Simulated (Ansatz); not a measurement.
System: CsCl-type TlBr. Method: LDA (Ansatz, a program for electronic structure, PAW).

Run with plane-wave cutoff 500 eV, 8×8×8 k mesh, gaussian smearing 0.02 eV, scalar-relativistic PAW data made under PBE.

Cell (relaxed at this level):

```
TlBr
1.0
    3.83969     0.00000     0.00000
    0.00000     3.83969     0.00000
    0.00000     0.00000     3.83969
Tl Br
1 1
Cartesian
  0.00000   0.00000   0.00000
  1.91985   1.91985   1.91985
```

Give the computed band gap.


- band gap: 1.37 eV (on the SCF k mesh)

Measured, for comparison: band gap 2.68 eV (temperature not stated, not corrected to a static lattice, detector crystals, literature values; as tabulated in Piasecki et al. (2022), doi:10.1039/d1ma01259b).

Spin–orbit coupling is not included; with these elements it can move the gap by several tenths of an eV or more.

Static lattice: no zero-point or thermal effects.

Cost on a shared machine: very roughly 9 core-seconds.
